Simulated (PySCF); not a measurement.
# Converging SiCl in the basis (CCSD(T))

PySCF, UHF reference; doublet, unpaired electrons π ↑; De to Si + Cl without counterpoise correction. Frozen cores follow the default of each basis and core potential.

| basis | relativity | functions | Re (Å) | ωe (cm⁻¹) | De (eV) | frozen orbitals |
| --- | --- | --- | --- | --- | --- | --- |
| 3-21G | no relativity | 26 | 2.266 | 418 | 3.06 | 10 |
| pcseg-1 | no relativity | 36 | 2.098 | 518 | 3.81 | 10 |
| def2-SVPD | no relativity | 51 | 2.118 | 506 | 3.91 | 10 |
| 6-311G(d,p) | no relativity | 52 | 2.082 | 520 | 3.78 | 10 |
| pcseg-2 | no relativity | 68 | 2.061 | 550 | 4.18 | 10 |
| x2c-TZVPPall | spin-free X2C | 84 | 2.073 | 535 | 4.18 | 10 |
| def2-TZVPPD | no relativity | 99 | 2.075 | 531 | 4.21 | 10 |

Problem. How does each smaller set differ from the one with most functions, def2-TZVPPD?

Solution. 3-21G: +19.1 pm, -21.3 % in ωe, -1.15 eV in De; pcseg-1: +2.3 pm, -2.4 % in ωe, -0.40 eV in De; def2-SVPD: +4.3 pm, -4.7 % in ωe, -0.30 eV in De; 6-311G(d,p): +0.7 pm, -2.1 % in ωe, -0.43 eV in De; pcseg-2: -1.4 pm, +3.6 % in ωe, -0.03 eV in De; x2c-TZVPPall: -0.2 pm, +0.8 % in ωe, -0.03 eV in De. All at CCSD(T); the set with most functions is neither the basis-set limit nor always the best. The rows treat relativity differently, so the differences are not basis effects alone.

Correlated steps freeze 10 core orbitals. Correlated levels converge slowly with the basis: in double zeta they bind strong bonds too weakly, by up to about 1 eV, and carry superposition errors of some tenths. 3-21G is very small, so such numbers show the basis as much as the molecule. The state is the lowest determinant that a PBE0 search found; another state may lie lower at other levels.
